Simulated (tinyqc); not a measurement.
Geometry optimisation on the UHF/sto-6g surface (energies and gradients from PySCF), for LiH, spin multiplicity 3, step by step. One step of it, computed by the program tinyqc.

Question. Step 1: move. Steepest descent, p = -g / 1; steps longer than 0.5 bohr are cut back.

positions at the start (bohr):
```
            x         y         z
1Li  0.000000  0.000000  0.000000
2H   0.000000  0.000000  3.123717
```

gradient (hartree/bohr):
```
              x           y            z
1Li  0.00000000  0.00000000   0.02098619
2H   0.00000000  0.00000000  -0.02098619
```

Give: positions after step 1.

Answer.

positions after step 1 (bohr):
```
         x      y       z
1Li  0.000  0.000  -0.021
2H   0.000  0.000   3.145
```
